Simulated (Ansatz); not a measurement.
Species: CH₃O, net charge 0, doublet state. It need not be the lowest isomer of its formula. SMILES: [CH2]O
Coordinates optimised at B3LYP-D3(BJ)/def2-TZVP (Ansatz, an electronic-structure program):
```
C
O 1 1.3645
H 2 0.9632 1 109.87
H 1 1.0785 2 113.74 3 175.53
H 1 1.0823 4 121.49 2 153.15
```
Charge 0, spin multiplicity 2.

Wanted: vertical ionisation energy (to the singlet state of charge +1; each state is the SCF solution reached for its spin; for the singlet T1 is 0.027), in eV. Correlated levels leave the core frozen unless marked. Open shells are spin-unrestricted. Spin-orbit coupling is left out. Non-relativistic. CBS(X,Y): correlation extrapolated as X^-3; Hartree-Fock from the larger set. The bracket is a focal-point correction in the basis named.

| level | program | vertical ionisation energy (eV) |
|---|---|---|
| HF/aug-cc-pVDZ | Ansatz | 7.74 |
| RI-HF/aug-cc-pVQZ | Ansatz | 7.75 |

### Question
Estimate the value at RI-MP2/CBS(aug-cc-pVTZ,aug-cc-pVQZ)+[CCSD(T)-MP2]/aug-cc-pVTZ as computed with Ansatz.

### Answer
8.02 eV
